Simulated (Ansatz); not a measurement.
# SiO (SMILES O=[Si]): HF/3-21G

What is the vertical singlet–triplet gap of SiO at HF/3-21G? 

The calculation is run with Ansatz 0.2.0.

32 further runs of the same task are left out: 32 set aside as unsound or not needed.

## 1. The molecule

SiO has 2 atoms, charge 0, and is taken as a singlet. As SMILES, `O=[Si]`. Geometry: relaxed at PBE0-D4/def2-TZVP.

Bond lengths: O1–Si2 1.509 Å.

## 2. The energy at HF/3-21G

Contents of input.yaml:

```yaml
crystal:
  periodic: [false, false, false]
  atoms:
    - {symbol: O, position_ang: [-0.640700, 0.231500, -0.324000]}
    - {symbol: Si, position_ang: [0.640700, -0.231500, 0.324000]}
basis:
  gaussian:
    orbitals: 3-21G.json
hamiltonian:
  xc: hf
accuracy: high
output:
  orbitals: {seedname: orbitals}
```

The basis set 3-21G is read from a file made from the Basis Set Exchange's data (not shown).

The run is started by

```
$ ansatz run input.yaml --threads 1 --pin off --max-ram 3480MiB --events-out events.jsonl --progress --plain --runs-dir runs
```

Output:

```text
Warning: RAYON_NUM_THREADS=1 ignored (pool sized by the plan → 1); use --threads N
Functional definition: HF
  name "HF"
  exchange = exact_x
  correlation = 0
419 factors; integrals over basis functions are off by at most 3.5e-9 eV
mean field evaluation 1: about -9841.8693 eV, gradient 4.4e1 eV
mean field evaluation 2: about -9841.8727 eV, gradient 4.4e1 eV
mean field evaluation 4: about -9846.2903 eV, gradient 1.5e0 eV
mean field evaluation 8: about -9846.3007 eV, gradient 5.6e-5 eV
mean field -9846.30073897 eV, -361.8448780947 hartree, gradient 9.9e-8 eV, S^2 0.000000; 0 other end points of the search recorded, 0 dependent functions left out
reference -9846.30073897 eV, -361.8448780947 hartree; 11, 11 occupied and 11, 11 virtual orbitals, 419 factors
Total energy: -9846.30073897 eV, -361.8448780947 hartree
```

Run time: 0.1 s. Hardware: 1 thread of Arm Neoverse V2, shared host.

## 3. The triplet, same level

Contents of molecule.yaml:

```yaml
crystal:
  periodic: [false, false, false]
  atoms:
    - {symbol: O, position_ang: [-0.640700, 0.231500, -0.324000]}
    - {symbol: Si, position_ang: [0.640700, -0.231500, 0.324000]}
basis:
  gaussian: {orbitals: 3-21G.json}
magnetization: {spin_polarized: true, initial_magnetization: 2}
hamiltonian: {xc: hf}
accuracy: high
output: {orbitals: {seedname: orbitals}}
```

The basis set 3-21G is read from a file made from the Basis Set Exchange's data (not shown).

The run is started by

```
$ ansatz run molecule.yaml --threads 1 --pin off --max-ram 3480MiB --events-out events.jsonl --progress --plain --runs-dir runs
```

Output (excerpt; [...] marks lines left out):

```text
Warning: RAYON_NUM_THREADS=1 ignored (pool sized by the plan → 1); use --threads N
[... 2 set-up lines as earlier in the session ...]
[...]
419 factors; integrals over basis functions are off by at most 3.5e-9 eV
[...]
mean field -9843.35184255 eV, -361.7365081502 hartree, gradient 2.2e-8 eV, S^2 2.009382; 9 other end points of the search recorded, 0 dependent functions left out
reference -9843.35184255 eV, -361.7365081502 hartree; 12, 10 occupied and 10, 12 virtual orbitals, 419 factors
Total energy: -9843.35184255 eV, -361.7365081502 hartree
```

It took 0.38 s on 1 thread of Arm Neoverse V2, shared host.

## 4. What came out

At HF/3-21G:

```
                                        quantity          value
                           singlet: total energy  -361.84488 Eh
                            singlet: HOMO energy      -11.56 eV
                            singlet: LUMO energy        1.72 eV
                          singlet: HOMO–LUMO gap       13.28 eV
                           triplet: total energy  -361.73651 Eh
     triplet: HOMO energy (highest over α and β)       -7.26 eV
      triplet: LUMO energy (lowest over α and β)       -0.52 eV
                                   triplet: ⟨S²⟩          2.009
vertical energy of the triplet above the singlet       2.949 eV
```

In words: At this shape the triplet lies 2.95 eV (68 kcal/mol) above the singlet.
